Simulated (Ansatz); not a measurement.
We consider hcp Lu, described by LDA in Ansatz (plane waves, PAW).

Run with plane-wave cutoff 520 eV, 18×18×10 k mesh (along the axes of the cell as run), Fermi–Dirac smearing 0.05 eV, scalar-relativistic PAW data made under PBE.

Cell (relaxed at this level):

```cif
data_Lu2
_chemical_formula_sum 'Lu2'
_space_group_name_H-M_alt 'P 1'
_space_group_IT_number 1
_cell_length_a 3.38227
_cell_length_b 3.38227
_cell_length_c 5.24591
_cell_angle_alpha 90.000
_cell_angle_beta 90.000
_cell_angle_gamma 120.000
loop_
_space_group_symop_operation_xyz
  'x, y, z'
loop_
_atom_site_label
_atom_site_type_symbol
_atom_site_fract_x
_atom_site_fract_y
_atom_site_fract_z
_atom_site_occupancy
Lu1 Lu 0.33333 0.66667 0.25000 1
Lu2 Lu 0.66667 0.33333 0.75000 1
```

**Question.** Predict the bulk modulus B0 and pressure derivative B′ of the bulk modulus.

**Answer.** 
- bulk modulus B0: 54.9 GPa
- pressure derivative B′ of the bulk modulus: 3.1

The run finds no gap.

Measured, for comparison: bulk modulus 47.6 GPa (room temperature, not corrected to a static lattice; as tabulated in Wikipedia's data pages). Computed (rounded) less measured: bulk modulus +15 %.

Note: the bulk modulus comes from volumes at which shape and atoms were relaxed.

Spin–orbit coupling is not included.

Cost on a shared machine: around 6 core-minutes (rough).

Ansatz is a program for electronic structure.
